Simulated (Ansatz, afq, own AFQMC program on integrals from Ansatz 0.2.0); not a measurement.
# The B2–O1 bond of BHO2, singlet, worked out

```yaml
atoms:
  - { symbol: O, position_ang: [-1.5521, 0.5232, 0.4196] }
  - { symbol: B, position_ang: [-0.4193, 0.1298, 0.2555] }
  - { symbol: O, position_ang: [0.8200, -0.3036, 0.1138] }
  - { symbol: H, position_ang: [1.1514, -0.3494, -0.7889] }
```

The molecule and both fragments are relaxed with PBE0/def2-SVP; the fragments keep their bonds.

Basis def2-TZVP. Noble-gas cores (and the filled d shells of Ga–Kr and In–Xe) are frozen. Integrals, coupled cluster, full CI and functionals: Ansatz 0.2.0; the random walks run on the same integrals in our own AFQMC program. The CISD trial takes its coefficients from CCSD amplitudes. Released means that phaseless walkers are propagated on without the constraint, phases kept. ± is one standard error of the sampling.

Total energies in eV. CBS is CCSD(T) at the limit of def2-TZVPP/QZVPP (extrapolated itself); the highest rung of each member is named.

Cautions: BHO₂ (singlet): the ph-AFQMC/HF walk drifts between its halves (2.3 errors); BHO (singlet): the released energies move by 1.5 errors or more from one time to the next, so no released level is given (meV from the phaseless value at times in 1/Eh: -3 ± 3 at 0.24, -4 ± 3 at 0.51, -7 ± 3 at 0.99, -1 ± 5 at 1.62, -14 ± 6 at 2.40), though the last usable value meets CCSDT(Q) within the noise.

```csv
member,count,CCSD(T)/def2-TZVP,highest rung in def2-TZVP,which,CCSD(T)/CBS
"BHO, singlet",+1,-2734.2163,-2734.2447,CCSDT(Q),-2735.5549
O (triplet),+1,-2040.2212,-2040.2314,FCI,-2040.9924
"BHO₂, singlet",-1,-4782.0426,-4782.0843,CCSDT(Q),-4784.4225
```

Problem. Work out the best estimate of the bond energy: the CCSD(T)/CBS difference plus the step from CCSD(T) to the highest rung.

Solution. Sums with the counts: CCSD(T)/CBS 7.8752 eV, highest rung 7.6082 eV, CCSD(T)/def2-TZVP 7.6051 eV. The step is 7.6082 − 7.6051 = 0.0031 eV, so the best estimate is 7.8752 + (0.0031) = 7.8783 eV = 760.1 kJ/mol. The basis set is worth 0.270 eV of it. Zero-point, core-correlation and spin–orbit terms aren't in it.

Best estimates are given only where the step beyond CCSD(T) is under 0.3 eV and no member's determinant is very poor (T1 over 0.05, or 0.07 for open shells, ⟨S²⟩ too high by 0.3, two states mixed), so the hardest cases are missing from such tables.

CCSDT and higher add their correlation energy to the determinant of the CCSD(T) run, since their own runs factorise the integrals more tightly (a shift of under 2 meV). Each member of a difference takes its own highest rung, so a best estimate needn't equal the limit plus the step of one row.
